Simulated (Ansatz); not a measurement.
`CC/C=C\Cl` + CH₄ → `C/C=C\CC` + HCl at 298.15 K and 1 bar (formal exchange of groups at a C–Cl bond).

Isolated molecules relaxed with PBE0-D4/def2-TZVP in Ansatz; ΔE leaves out vibrations. CCSD(T)/CBS is the MP2 limit (def2-TZVPP, def2-QZVPP) plus CCSD(T) − MP2 in def2-TZVPP, frozen cores. This one scheme is used for every species. Double bonds are as drawn, so ΔE can hold a change between cis and trans. One conformer a species, not always the lowest.

```csv
species,CCSD(T)/CBS energy (Eh),H − E (kJ/mol),S (J/(mol·K))
`CC/C=C\Cl`,-616.18461,281.3,332.4
CH₄,-40.46206,127.4,186.2
`C/C=C\CC`,-196.26940,379.5,333.8
HCl,-460.38127,26.6,186.8
```

H − E and S are ideal-gas, rigid-rotor, harmonic terms from PBE0-D4/def2-TZVP, for one conformer and one mirror image of each species. 1 Eh = 2625.50 kJ/mol, R = 8.31446 J/(mol·K).

Problem. By hand: ΔE, ΔH, ΔS and ΔG.

Solution. ΔE = (-196.26940) + (-460.38127) − (-616.18461) − (-40.46206) = -0.00400 Eh = -10.5 kJ/mol. Δ(H − E) = 379.5 + 26.6 − 281.3 − 127.4 = -2.6, so ΔH = -13.1 kJ/mol. ΔS = 333.8 + 186.8 − 332.4 − 186.2 = 2.0 J/(mol·K). ΔG = -13.1 − 298.15 × (2.0)/1000 = -13.7 kJ/mol.

Problem. By hand: the equilibrium constant, and the temperature at which ΔG would vanish if ΔH and ΔS stayed fixed.

Solution. log₁₀ K = −ΔG/(RT ln 10) = 2.4. ΔH and −TΔS have one sign here, so there is no such temperature.

The number of gas molecules stays the same, so ΔS is small and ΔH decides. A doubt of 5 kJ/mol in ΔE shifts log₁₀ K by 0.9 here. Other conformers and mirror images would add mixing entropy, several J/(mol·K) or more a flexible species. Modes under 60 cm⁻¹, often nearly free rotors, make the harmonic entropy too high. These are equilibria of isolated gas molecules and say nothing of rates. Largest T1 diagnostic: 0.010 (customary marks: 0.02 for closed shells, 0.045 for open ones).

ΔS is within the doubt of such terms, so its sign, and with it that verdict, could turn.
